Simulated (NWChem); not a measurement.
# CH3, doublet; SMILES [CH3]

All runs: NWChem. Spin-unrestricted. In the optimisation the excess spin sits in a2" (D3h, its own frame). Geometry: optimised at PBE0/def2-SVP, spin-unrestricted. No stability test was run on the SCF state.

Task: Taking PBE/def2-QZVP as the yardstick, which of these has the fewest basis functions while keeping “highest occupied level (eV)” within 0.05 eV of it: PBE/aug-pcseg-1; PBE/3-21G; PBE/def2-TZVPP; PBE/pcseg-2; PBE/pcseg-1?

Result: PBE/aug-pcseg-1.
| level | basis functions | highest occupied level (eV) |
|---|---|---|
| PBE/3-21G | 15 | -4.90 |
| PBE/pcseg-1 | 29 | -5.30 |
| PBE/aug-pcseg-1 | 50 | -5.41 |
| PBE/pcseg-2 | 72 | -5.41 |
| PBE/def2-TZVPP | 73 | -5.38 |
| PBE/def2-QZVP | 147 | -5.42 |

The yardstick is one finite set, not the basis-set limit.
